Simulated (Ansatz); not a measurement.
# C3H6F2O: the cost of one run

Program: Ansatz 0.2.0, Gaussian basis. Level of theory: the settings change from run to run. These are calculated values, not measurements.

## Step 1: The molecule

The geometry comes from an earlier relaxation with PBE0-D4 in a triple-zeta def2 set; it is a stationary point, not always the lowest conformer.

SMILES `FCCOCF`, 12 atoms, charge 0, spin multiplicity 1.

Atoms are counted from 1 here; the program's logs count them from 0.

Bond lengths: F1–C2 1.380 Å, C2–C3 1.498 Å, C2–H7 1.094 Å, C2–H8 1.094 Å, C3–O4 1.414 Å, C3–H9 1.097 Å, C3–H10 1.099 Å, O4–C5 1.363 Å, C5–F6 1.383 Å, C5–H11 1.091 Å, C5–H12 1.098 Å. Angles: F1–C2–C3 110.7°, F1–C2–H7 108.1°, F1–C2–H8 108.2°, C3–C2–H7 110.5°, C3–C2–H8 109.8°, H7–C2–H8 109.5°, C2–C3–O4 109.0°, C2–C3–H9 109.1°, C2–C3–H10 109.8°, O4–C3–H9 110.5°, O4–C3–H10 110.2°, H9–C3–H10 108.3°, C3–O4–C5 114.5°, O4–C5–F6 111.2°, O4–C5–H11 107.6°, O4–C5–H12 112.0°, F6–C5–H11 107.8°, F6–C5–H12 106.3° and more.

## Step 2: B97/def2-SVP

Options: multiplicity 3, restricted open-shell orbitals, relativity set to none.

Input file in.yaml:

```yaml
crystal:
  periodic: [false, false, false]
  atoms:
    - {symbol: F, position_ang: [0.955872, -1.833914, -1.314185]}
    - {symbol: C, position_ang: [0.017848, -1.756801, -0.305485]}
    - {symbol: C, position_ang: [0.086461, -0.427371, 0.382216]}
    - {symbol: O, position_ang: [-0.402988, 0.569507, -0.492412]}
    - {symbol: C, position_ang: [-0.119667, 1.846482, -0.108679]}
    - {symbol: F, position_ang: [-0.834035, 2.198885, 1.022203]}
    - {symbol: H, position_ang: [-0.970383, -1.907663, -0.748940]}
    - {symbol: H, position_ang: [0.222068, -2.556521, 0.412984]}
    - {symbol: H, position_ang: [-0.517635, -0.465237, 1.296531]}
    - {symbol: H, position_ang: [1.125152, -0.207038, 0.663804]}
    - {symbol: H, position_ang: [-0.427132, 2.509696, -0.918425]}
    - {symbol: H, position_ang: [0.941439, 1.974875, 0.144588]}
basis:
  gaussian: {orbitals: def2-SVP}
magnetization: {spin_polarized: false, initial_magnetization: 2}
hamiltonian: {xc: {name: B97}, pseudopotentials: {relativity: none}}
output: {forces: true}
```

Started as:

```bash
> ansatz run in.yaml --threads 4 --pin off --events-out ev --progress --plain --max-ram 10444MiB
```

What time and memory should one allow on 4 threads of Intel Xeon Platinum 8488C, shared host?

About 28 s, with a peak of 0.5 GiB.
